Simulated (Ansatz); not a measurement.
Process, species as SMILES: [SiH3][SiH] (SiH-SiH3) (closed-shell singlet) + 2 [H][H] (H2) → 2 [SiH4] (SiH4)
B3LYP-D3(BJ)/def2-TZVP geometries, fixed; electronic energies without zero-point terms.
Largest species:
```
Si
H 1 1.4846
H 1 1.4893 2 107.80
H 1 1.4893 2 107.80 3 -116.32
Si 1 2.3971 2 114.30 3 121.84
H 5 1.5236 1 88.28 2 -180.00
```
Charge 0, spin multiplicity 1.

Core correlation in the energy of full hydrogenation at CCSD(T) with Ansatz (an electronic-structure program), in kcal/mol: frozen core against 1s of Al to Cl frozen alone. Core-valence sets carry the plain set on hydrogen. A restricted Hartree-Fock determinant is unstable towards unrestricted orbitals. Costs are rough ratios of core time on shared machines of one kind.

```
basis        functions, most  frozen core
-----------  ---------------  -----------
cc-pV(D+d)Z               66       -66.23
cc-pCVDZ                  74       -63.55
cc-pV(T+d)Z              134       -63.81
cc-pCVTZ                 174       -63.75
cc-pwCVTZ                174       -64.40
cc-pV(Q+d)Z              248       -64.72
```

Question: How large is the core term in each set?

Answer: The largest core-valence set, cc-pwCVTZ, gives a core term of 0.41 kcal/mol; the valence set cc-pV(Q+d)Z, which lacks functions for the core, gives -3.18. By row: cc-pV(D+d)Z -0.16, cc-pCVDZ 0.25, cc-pV(T+d)Z -1.31, cc-pCVTZ 0.31, cc-pwCVTZ 0.41, cc-pV(Q+d)Z -3.18.
